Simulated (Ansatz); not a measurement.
Geometry optimisation, Ansatz 0.2.0, RKS PBE0/def2-SVP.

input.yaml

```yaml
crystal:
  periodic: [false, false, false]
  atoms:
    - { symbol: Al, position_ang: [-0.848442, 0.77093, 0.432803] }
    - { symbol: Si, position_ang: [1.086025, -0.511669, 0.788365] }
    - { symbol: "N", position_ang: [-1.046007, 0.36274, -1.276135] }
    - { symbol: H, position_ang: [-0.248933, -0.195258, -1.580383] }
    - { symbol: H, position_ang: [-1.851678, 1.64866, 1.288775] }
    - { symbol: H, position_ang: [0.739798, -1.937005, 1.116184] }
    - { symbol: H, position_ang: [1.778464, -0.554874, -0.545307] }
    - { symbol: H, position_ang: [2.111524, -0.081608, 1.794247] }
    - { symbol: H, position_ang: [-1.720851, 0.497984, -2.018549] }
basis:
  gaussian: { orbitals: def2-SVP }
hamiltonian:
  xc: pbe0
relax:
  f_tol: 0.03
  max_steps: 50
```

Run as:

```bash
$ ansatz run input.yaml --threads 2 --pin off --max-ram 3072MiB --backend cpu --events-out ev --progress --plain --runs-dir out
```

Where does it end, and by what steps?

The forces met the threshold. The force dipped under the threshold on the way, but the program's further checks kept it going. After 14 steps the energy has fallen by 0.294 eV; H4 moved furthest, 0.83 Å.

| step | energy less start (eV) | largest force component (eV/Å) | accepted |
| --- | --- | --- | --- |
| 0 | 0.0000 | 0.981 | yes |
| 1 | -0.1430 | 0.418 | yes |
| 2 | -0.2059 | 0.434 | yes |
| 3 | -0.2478 | 0.490 | yes |
| 4 | -0.2287 | 1.398 | no |
| 5 | -0.2792 | 0.272 | yes |
| 6 | -0.2887 | 0.083 | yes |
| 7 | -0.2906 | 0.060 | yes |
| 8 | -0.2910 | 0.048 | yes |
| 9 | -0.2922 | 0.018 | yes |
| 10 | -0.2929 | 0.021 | yes |
| 11 | -0.2931 | 0.060 | yes |
| 12 | -0.2935 | 0.050 | yes |
| 13 | -0.2938 | 0.014 | yes |
| 14 | -0.2941 | 0.012 | yes |

```xyz
9
Properties=species:S:1:pos:R:3
Al -0.790 0.501 0.228
Si 1.269 -0.638 0.922
N -1.202 0.528 -1.498
H -0.646 0.119 -2.241
H -1.804 1.218 1.222
H 0.975 -1.881 1.710
H 2.111 -1.047 -0.250
H 2.118 0.235 1.798
H -2.031 0.964 -1.891
```

The run took 17 s on 2 threads of Arm Neoverse V2, with other jobs on the host, peak memory 0.15 GiB.
